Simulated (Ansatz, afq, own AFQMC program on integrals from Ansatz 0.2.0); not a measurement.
# BH3 + CN, doublet: a scan with AFQMC

```xyz
6

B    -2.1279    0.0000    0.0000
H    -2.7246    1.0336    0.0000
H    -2.7246   -1.0336    0.0000
H    -0.8349    0.0000    0.0000
N     1.6632    0.0000    0.0000
C     0.5031    0.0000    0.0000
```

A hydrogen atom is moved from one rigid fragment to the other; the B1–H4 distance tells how far. The two fragments are held close together, so this isn't a minimum-energy path and the start is a compressed complex. Energies in mEh count from this geometry (1.293 Å) at the same level; the start stands on UHF, each point on the determinant named.

Basis cc-pVDZ. Only valence electrons are correlated. Integrals, coupled cluster, full CI and functionals: Ansatz 0.2.0; the random walks run on the same integrals in our own AFQMC program. The CISD trial takes its coefficients from CCSD amplitudes. Released means that phaseless walkers are propagated on without the constraint, phases kept. Error bars are statistical, one sigma.

Cautions, each for one point or more: higher spins were not checked; raised T1 diagnostic; unrestricted determinant spin contaminated.

| r(B1–H4) / Å | det. | T1 | weight | ⟨S²⟩ | CCSD | B3LYP | CCSD(T) |
| --- | --- | --- | --- | --- | --- | --- | --- |
| 1.342 | UHF | 0.042 | 0.80 | 0.97 | -2.2 | -2.0 | -2.2 |
| 1.392 | UHF | 0.040 | 0.81 | 0.95 | -4.4 | -3.8 | -4.3 |
| 1.442 | UHF | 0.037 | 0.81 | 0.91 | -6.3 | -5.1 | -6.1 |
| 1.541 | UHF | 0.032 | 0.83 | 0.86 | -7.3 | -5.0 | -6.9 |

Q: Estimate the curve of phaseless AFQMC with a CISD trial, counted from the same start.

A: 
```json
{"r(B1–H4) / Å": "1.342", "det.": "UHF", "T1": "0.042", "weight": "0.80", "⟨S²⟩": "0.97", "ph-AFQMC/CISD": "-2.0 ± 0.5", "released AFQMC": "-1.9 ± 0.5*", "CCSDT(Q)": "-2.1"}
{"r(B1–H4) / Å": "1.392", "det.": "UHF", "T1": "0.040", "weight": "0.81", "⟨S²⟩": "0.95", "ph-AFQMC/CISD": "-4.3 ± 0.4", "released AFQMC": "-4.2 ± 0.4*", "CCSDT(Q)": "-4.0"}
{"r(B1–H4) / Å": "1.442", "det.": "UHF", "T1": "0.037", "weight": "0.81", "⟨S²⟩": "0.91", "ph-AFQMC/CISD": "-5.5 ± 0.4", "released AFQMC": "-5.5 ± 0.4*", "CCSDT(Q)": "-5.7"}
{"r(B1–H4) / Å": "1.541", "det.": "UHF", "T1": "0.032", "weight": "0.83", "⟨S²⟩": "0.86", "ph-AFQMC/CISD": "-6.1 ± 0.5", "released AFQMC": "-6.3 ± 0.5*", "CCSDT(Q)": "-6.2"}
```

Weight is that of the determinant in the CISD state; at the start T1 is 0.045 and the weight 0.80, and ⟨S²⟩ is 1.00. An asterisk marks released energies that aren't shown to be converged. Largest departures from phaseless AFQMC with a CISD trial: CCSD(T) -0.8 mEh at 1.541 (on UHF) (within the noise), CCSDT(Q) 0.3 mEh at 1.392 (on UHF) (within the noise), CCSD -1.2 mEh at 1.541 (on UHF), B3LYP 1.1 mEh at 1.541. The walk's constraint bias lies outside its error bars, so these are departures and not errors. Functionals count only at points shown to share the start's state and spin. In this small basis the wave-function levels are far from their limit, so their gap to the functionals isn't the functionals' error.

CCSDT and higher add their correlation energy to the determinant of the CCSD(T) run, since their own runs factorise the integrals more tightly (a shift of under 2 meV). A walk keeps the symmetry of its determinant, which the program's search chose and which needn't be the lowest solution, so a lower state of the same spin and another symmetry isn't excluded.
